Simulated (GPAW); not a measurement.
# vdW-DF-cx/dzp (scalar-relativistic datasets) run of CH5B (SMILES BC)

Aim: ionisation energies of CH5B. The job is set up through an ASE script.

Program for the calculation: GPAW 26.7.0.

5 further runs of the same task are left out: 5 set aside as unsound or not needed. Runs told in other sessions of the task aren't counted.

### Step 1. The structure to begin with

CH5B: 7 atoms, total charge 0, spin state singlet. SMILES: `BC`. Geometry: relaxed at GFN2-xTB.

Bond lengths: B1–C2 1.565 Å, B1–H3 1.171 Å, B1–H4 1.170 Å, C2–H5 1.090 Å, C2–H6 1.090 Å, C2–H7 1.087 Å. Angles: B1–C2–H5 110.4°, B1–C2–H6 110.0°, B1–C2–H7 115.1°, C2–B1–H3 119.1°, C2–B1–H4 121.5°, H5–C2–H6 105.0°, H5–C2–H7 107.9°, H6–C2–H7 107.8°, H3–B1–H4 119.3°.

### Step 2. Ionisation energies at vdW-DF-cx/dzp (scalar-relativistic datasets)

calc.py

```python
from ase.io.zmatrix import parse_zmatrix
from gpaw import GPAW

# Atomic positions
zmat = """
B
C 1 r2
H 1 r3 2 a3
H 1 r4 3 a4 2 d4
H 2 r5 1 a5 4 d5
H 2 r6 5 a6 1 d6
H 2 r7 5 a7 6 d7
"""
values = dict(r2=1.565077, r3=1.170708, a3=119.13708, r4=1.169709, a4=119.34042, d4=179.90268, r5=1.090302, a5=110.44474, d5=123.72169, r6=1.090489, a6=105.02064, d6=-118.55918, r7=1.086689, a7=107.90763, d7=-114.79242)
atoms = parse_zmatrix(zmat, defs=values)
atoms.center(vacuum=4.0)

energies = {}
for name, charge, unpaired in [('neutral', 0, 0), ('oxidised', 1, 1), ('reduced', -1, 1)]:
    atoms.set_initial_magnetic_moments([unpaired / len(atoms)] * len(atoms))
    dft = GPAW(mode='lcao',
               maxiter=60,
               charge=charge,
               basis='dzp',
               occupations={'name': 'fermi-dirac', 'width': 0.5, 'fixmagmom': unpaired > 0},
               symmetry='off',
               xc={'name': 'vdW-DF-cx', 'backend': 'libvdwxc'},
               h=0.18,
               txt='-')
    atoms.calc = dft
    energies[name] = atoms.get_potential_energy()
    print(f'{name:10} {energies[name]:12.5f} eV')

ip = energies['oxidised'] - energies['neutral']
print(f'Vertical IP = {ip:.3f} eV')
ea = energies['neutral'] - energies['reduced']
print(f'Vertical EA             {ea:.3f} eV')
```

Run with:

```sh
python calc.py > calc.log
```

What it wrote:

```text
[...]
Number of symmetries: 1
[...]
  Number of IBZ points: 1
[...]
basis functions: 51
Spin-components: 1 (collinear spins)
Bands:           12
[...]
  Valence electrons: 12.0
[...]
  Grid points: [60 56 56]
  Charge: 0.0  # |e|
[...]
    cutoffs:
[...]
occupation numbers:
  Fermi-Dirac:
[...]
xc functional:
  name: vdW-DF-cx with libvdwxc
[...]
|iter     |     time |      energy | eigst |  dens |
[...]
|iter:   1| 00:00:10 |  -31.531043 |      c|       |
[...]
Converged in 9 steps
[...]
dipole moment: (0.151564, 0.019154, 0.001595)  # |e|*Ang
Fermi level: -4.769
[...]
Converged in 11 steps
[...]
|iter:  10| 00:02:45 |  -28.198429c|      c| -4.22c|  +1.0000|
Converged in 10 steps
[...]
Energy contributions relative to reference atoms: (reference = -1759.568494)
Energy contributions:
  Kinetic:          35.474964
  Coulomb:         -30.508285
  Zero:              0.067378
  External:          0.000000
  Xc:              -33.142223
  Entropy:          -0.180526
  Spinorbit:         0.000000
  ----------------------------
  Free energy:     -28.288692
  Extrapolated:    -28.198429
[...]
Total magnetic moment: (0.000000, 0.000000, 1.000000)
Local magnetic moments
|        x |        y |         z |
|----------|----------|-----------|
| 0.000000 | 0.000000 |  0.143960 |  # B    0
| 0.000000 | 0.000000 | -0.009365 |  # C    1
| 0.000000 | 0.000000 | -0.007042 |  # H    2
| 0.000000 | 0.000000 | -0.007379 |  # H    3
| 0.000000 | 0.000000 |  0.012803 |  # H    4
| 0.000000 | 0.000000 |  0.013512 |  # H    5
| 0.000000 | 0.000000 |  0.000350 |  # H    6
Fermi levels: 5.931, 2.899
Eigenvalues  # (at kpt = [0.000, 0.000, 0.000])
| band index |      eig [eV] | occ [0-1] |      eig [eV] | occ [0-1] |
|------------|---------------|-----------|---------------|-----------|
|          0 |       -10.832 |     1.000 |       -10.744 |     1.000 |
|          1 |        -4.597 |     1.000 |        -4.064 |     1.000 |
|          2 |        -3.716 |     1.000 |        -3.650 |     1.000 |
|          3 |        -3.453 |     1.000 |        -3.305 |     1.000 |
|          4 |        -0.919 |     1.000 |        -0.728 |     0.999 |
|          5 |        -0.492 |     1.000 |        -0.292 |     0.998 |
|          6 |         4.276 |     0.965 |         5.930 |     0.002 |
|          7 |         7.674 |     0.030 |         7.670 |     0.000 |
|          8 |         8.838 |     0.003 |         8.851 |     0.000 |
|          9 |         9.013 |     0.002 |         9.059 |     0.000 |
|         10 |         9.885 |     0.000 |        10.155 |     0.000 |
|         11 |        11.175 |     0.000 |        11.251 |     0.000 |
[...]
Gap: 1.740 eV
Transition (v -> c):
  (s=1, k=0, n=6, [0.00, 0.00, 0.00]) -> (s=1, k=0, n=7, [0.00, 0.00, 0.00])
No difference between direct/indirect transitions
vacuum-level: 0.000  # V
reduced       -28.19843 eV
Vertical IP = 11.289 eV
Vertical EA             -1.071 eV
```

Wall time 2.8 min (1 thread of Intel Xeon Platinum 8259CL at 2.50GHz (Skylake/Cascade Lake), shared host); peak memory 1.5 GiB.

### Step 3. Summary of results

Level: vdW-DF-cx/dzp (scalar-relativistic datasets).

| quantity | value |
| --- | --- |
| first ionisation energy | 11.29 eV |
